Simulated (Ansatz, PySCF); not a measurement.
This Ansatz (a first-principles code) input computes a CCSD(T)/cc-pVDZ energy:

Ansatz 0.2 input:
```yaml
crystal:
  periodic: [false, false, false]
  atoms:
    - {symbol: C, position_ang: [-0.00000000, -0.00000000, -0.71905699]}
    - {symbol: N, position_ang: [0.00000000, 0.00000000, 0.41165659]}
    - {symbol: H, position_ang: [0.00000000, 0.00000000, 1.43274585]}
basis:
  gaussian:
    orbitals: cc-pVDZ
total_charge: 1
magnetization: {spin_polarized: true, initial_magnetization: 1}
correlation: {method: ccsd_t, electrons: outside_noble_gas}
```

Write an input for the same energy in PySCF and say what it gives.


```python
from pyscf import gto, scf, mp, cc as ccmod

mol = gto.M(
    atom='''
    C    -0.00000000   -0.00000000   -0.71905699
    N     0.00000000    0.00000000    0.41165659
    H     0.00000000    0.00000000    1.43274585
    ''',
    basis='cc-pvdz',
    charge=1,
    spin=1,
    symmetry='C2v',
    verbose=4,
)

mf = scf.UHF(mol)
mf.conv_tol = 1e-10
mf.max_cycle = 100
mf.kernel()
mp2 = mp.MP2(mf, frozen=2).run()
cc = ccmod.CCSD(mf, frozen=2)
cc.max_cycle = 100
cc.kernel()
et = cc.ccsd_t()
print(f'E(CCSD(T)) = {cc.e_tot + et:.9f}')
```
It gives -92.73534 Eh, and Ansatz -92.73534 Eh, a difference of 0.00 mEh.
